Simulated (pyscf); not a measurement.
CH₄ (SMILES C) + F–SnH₃ (SMILES [F][SnH3]) -> H₃C–SnH₃ (SMILES [CH3][SnH3]) + HF (SMILES F), a four-centre exchange (singlet surface; C–H, F–Sn broken, C–Sn, F–H formed). PySCF, gas phase, ωB97X-D3(BJ)/def2-SVP geometries. Correlated levels are frozen-core, on RHF or UHF. ΔMP2 is the change of the MP2 total energy from the triple- to the quadruple-zeta basis. Energies in kJ/mol from the separated reactants.

AM1 to PM7: differences of heats of formation from MOPAC, which are fitted to 298 K values and so differ in kind from electronic energies by zero-point and thermal terms. 

Question: Quick PM6 single points give ΔE‡ = 223.0 kJ/mol and ΔE = +63.9 kJ/mol. What does CCSD(T)/def2-TZVPP + ΔMP2(QZVPP) give, and how far is the quick result from it?

Answer: CCSD(T)/def2-TZVPP + ΔMP2(QZVPP) gives ΔE‡ = 197.8 kJ/mol and ΔE = +70.7 kJ/mol. PM6 lies 25.2 kJ/mol over it in the barrier and 6.9 kJ/mol under it in the reaction energy, so on this step it does not hold to within 12.6 kJ/mol. CCSD(T)/def2-TZVPP + ΔMP2(QZVPP) has limits of its own. This is the saddle that the search found; another between the same sides may lie lower. The CCSD(T) − MP2 part came from Ansatz, without density fitting, on the same reference. The frozen core leaves the outer d or s,p core shells of the metals and heavy elements correlated in the MP2 and CC values, and def2-TZVPP describes them poorly, which can shift differences by a few kcal/mol. In the def2 sets elements past Kr carry core potentials, without spin-orbit coupling.
